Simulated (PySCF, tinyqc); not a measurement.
A ladder of methods, and size consistency: correlation methods against full CI in the sto-3g basis, for CH2, spin multiplicity 1. Computed by the program tinyqc with PySCF. Command: `OMP_NUM_THREADS=1 python tinyqc.py 115078 115079 out.jsonl`; one thread of a shared host (Intel(R) Xeon(R) Processor @ 2.60GHz), about 1 s.

Geometry (angstrom):
```
atom,x,y,z
C,0.0000,0.0000,0.0000
H,0.0000,0.9710,0.5030
H,0.0000,-0.9710,0.5030
```

RHF energy of one = -38.352332 hartree

All electrons correlated; +Q is the Davidson correction (1 - c0^2) E_corr. The last columns treat two copies 100 angstrom apart as one system. FCI is the lowest singlet.

Correlation energies (hartree):
```
method,E_corr of one,share of FCI (%),E_corr of two at 100 angstrom,two minus twice one (mhartree)
MP2,-0.033227,56.7650,-0.066454,0.0000
CISD,-0.055197,94.2986,-0.103823,6.5712
CISD+Q,-0.059252,101.2249,-0.114662,3.8408
CCSD,-0.057848,98.8277,-0.115697,-2.11e-05
CCSD(T),-0.058182,99.3973,-0.116364,-2.17e-05
FCI,-0.058535,100.0000,-,-
```

MP2 recovers 57 %, CISD 94.3 % and CCSD 98.8 % of the FCI value (c0^2 = 0.927 in CISD). MP2 and coupled cluster are size consistent, so their last column vanishes; CISD loses 6.57 mhartree, since a double excitation on each copy is a quadruple of the pair, and the Davidson correction leaves +3.84. The restricted reference is unstable here: a spin-polarised solution lies 0.0439 hartree lower (PySCF), so results built on it describe a poor reference.
